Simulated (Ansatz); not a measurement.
# CH₄Al+ (triplet): from Hartree-Fock to the top rungs, cc-pVDZ

An exercise on one series of results from a longer session: the logs are not shown, and one member is left open.

Method: cc-pVDZ, core rule «outside noble gas», up to 6 orbitals frozen; program: Ansatz 0.2.0, Gaussian basis.

To be run: UHF; CCSD(T) on ROHF; CCSD(T) on UHF; BCCD(T) on ROHF; CISD; CCSDT(Q) on ROHF; CCSDT(Q) on UHF; CASSCF and NEVPT2, 10 electrons in 10 orbitals.

20 further runs of the same task are left out: 1 for a mislabelled method, 8 that didn't finish, 11 set aside as unsound or not needed.

## The geometry

The geometry is a PBE0/def2-TZVP stationary point (not a proven minimum) of the parent state, kept for this charge and spin.

6 atoms, charge 1, spin multiplicity 3.

Atoms are counted from 1 here; the program's logs count them from 0.

Bond lengths: Al1–C2 1.965 Å, Al1–H3 1.609 Å, C2–H4 1.091 Å, C2–H5 1.096 Å, C2–H6 1.096 Å. Angles: C2–Al1–H3 117.6°, Al1–C2–H4 114.3°, Al1–C2–H5 109.3°, Al1–C2–H6 109.3°, H4–C2–H5 108.3°, H4–C2–H6 108.3°, H5–C2–H6 106.9°.

The first run:

File in.yaml:

```yaml
crystal:
  periodic: [false, false, false]
  atoms:
    - {symbol: Al, position_ang: [0.000000, -0.100225, 0.690538]}
    - {symbol: C, position_ang: [0.000000, 0.082589, -1.266301]}
    - {symbol: H, position_ang: [0.000000, 1.250798, 1.564976]}
    - {symbol: H, position_ang: [0.000000, -0.865219, -1.806220]}
    - {symbol: H, position_ang: [0.880712, 0.656598, -1.577205]}
    - {symbol: H, position_ang: [-0.880712, 0.656598, -1.577205]}
basis:
  gaussian: {orbitals: cc-pVDZ}
total_charge: 1
magnetization: {spin_polarized: true, initial_magnetization: 2}
hamiltonian: {xc: hf}
output: {orbitals: {seedname: orbitals}}
```

On the command line:

```bash
$ ansatz run in.yaml --threads 1 --pin off --events-out ev --progress --plain --max-ram 2393MiB
```

Among the steps run: UHF; CCSD(T) on ROHF; CCSD(T) on UHF; BCCD(T) on ROHF; CISD; CCSDT(Q) on ROHF; CCSDT(Q) on UHF; CASSCF and NEVPT2, 10 electrons in 10 orbitals.

One of the session's tables, all rows but one given; the rest of the session is left out.

It belongs to the step «Misses and costs». 

| method | from UCCSDT(Q) (kJ/mol) |
| --- | --- |
| ROHF | +578.6 |
| UHF | +555.4 |
| RMP2 | +124.0 |
| UMP2 | +112.8 |
| CISD | +64.2 |
| RCCSD | +19.0 |
| UCCSD | +17.5 |
| RCCSD(T) | +3.9 |
| UCCSD(T) | +3.5 |
| BCCD(T) | +3.3 |
| RCCSDT | +0.8 |
| UCCSDT | +0.7 |
| RCCSDT(Q) | +0.2 |
| UCCSDT(Q) | 0 |
| CASSCF frontier | ? |
| NEVPT2 frontier | +103.7 |

Q: Estimate the row for CASSCF frontier from the others.

The run gave: from UCCSDT(Q) (kJ/mol): +360.3. In the column «from UCCSDT(Q) (kJ/mol)» it lies between RMP2 (+124.0) and UHF (+555.4).

To keep in mind: Restricted and unrestricted rows rest on different reference determinants; where their highest levels disagree by more than a few hundredths of an eV, they describe different states and don't form one ladder.
